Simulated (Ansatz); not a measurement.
We consider 1T (CdI2-type) SnSe2, described by LDA in Ansatz (PAW).

### Question
Estimate the interlayer binding energy, layer repeat distance and gap between the layers that the calculation returns.

### Answer

- interlayer binding energy: 13.6 meV/Å²
- layer repeat distance: 5.882 Å
- gap between the layers: 2.728 Å

Spin–orbit coupling is not included.

Computed values are for the static lattice.

Ansatz is a first-principles code.
